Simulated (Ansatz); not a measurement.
**A saddle search, step by step**

AlH$_{2}$ClO, closed shell, BLYP-D4/cc-pVDZ (Ansatz 0.2.0). Settings; a guess of the unstable mode was typed too, and convergence needs a confirmed negative curvature besides the force tolerance:

```yaml
hamiltonian: {xc: {name: BLYP}, dispersion: d4}
saddle:
  f_tol: 0.05
  max_steps: 40
```

Start:

Al1  (0.663, 0.325, 0.508)
Cl2  (0.281, -1.541, -1.217)
H3  (1.599, -0.820, -0.402)
O4  (-0.877, 1.087, 0.766)
H5  (-1.788, 0.915, 0.290)
(Å)

| step | energy less the last (meV) | largest force component (eV/Å) |
| --- | --- | --- |
| 1 | 121.1 | 2.309 |
| 2 | 30.3 | 1.167 |
| 3 | 9.7 | 0.176 |
| 4 | 5.7 | 0.140 |
| 5 | 0.3 | 0.043 |
| 6 | 0.0 | 0.016 |

Step 2, positions (Å) and forces (eV/Å):

```json
{"atom": "Al1", "x": "0.632", "y": "0.331", "z": "0.495", "Fx": "-0.019", "Fy": "0.080", "Fz": "0.009"}
{"atom": "Cl2", "x": "0.288", "y": "-1.553", "z": "-1.233", "Fx": "0.039", "Fy": "-0.136", "Fz": "-0.142"}
{"atom": "H3", "x": "1.581", "y": "-0.812", "z": "-0.387", "Fx": "-0.134", "Fy": "0.057", "Fz": "0.082"}
{"atom": "O4", "x": "-0.905", "y": "1.099", "z": "0.762", "Fx": "1.167", "Fy": "0.333", "Fz": "0.675"}
{"atom": "H5", "x": "-1.719", "y": "0.901", "z": "0.309", "Fx": "-1.054", "Fy": "-0.335", "Fz": "-0.625"}
```

Step 3, positions (Å) and forces (eV/Å):

| atom | x | y | z | Fx | Fy | Fz |
| --- | --- | --- | --- | --- | --- | --- |
| Al1 | 0.634 | 0.334 | 0.492 | 0.044 | 0.045 | 0.003 |
| Cl2 | 0.290 | -1.558 | -1.241 | 0.022 | -0.117 | -0.125 |
| H3 | 1.576 | -0.813 | -0.381 | -0.100 | 0.043 | 0.069 |
| O4 | -0.895 | 1.110 | 0.773 | -0.142 | 0.057 | -0.008 |
| H5 | -1.728 | 0.892 | 0.303 | 0.176 | -0.028 | 0.061 |

Step 4, positions (Å) and forces (eV/Å):

```json
{"atom": "Al1", "x": "0.630", "y": "0.337", "z": "0.487", "Fx": "0.071", "Fy": "0.033", "Fz": "0.009"}
{"atom": "Cl2", "x": "0.293", "y": "-1.563", "z": "-1.249", "Fx": "0.010", "Fy": "-0.094", "Fz": "-0.104"}
{"atom": "H3", "x": "1.569", "y": "-0.812", "z": "-0.374", "Fx": "-0.074", "Fy": "0.031", "Fz": "0.056"}
{"atom": "O4", "x": "-0.894", "y": "1.118", "z": "0.777", "Fx": "-0.140", "Fy": "0.043", "Fz": "-0.017"}
{"atom": "H5", "x": "-1.721", "y": "0.886", "z": "0.304", "Fx": "0.132", "Fy": "-0.014", "Fz": "0.056"}
```

Last step (6):

```
atom    x (Å)    y (Å)    z (Å)
 Al1   0.6278   0.3548   0.4621
 Cl2   0.2982  -1.5712  -1.2866
  H3   1.5538  -0.8216  -0.3320
  O4  -0.8910   1.1439   0.7767
  H5  -1.7123   0.8602   0.3254
```

The run took about 22 s on 2 CPU threads of an Arm Neoverse V2 (shared host).
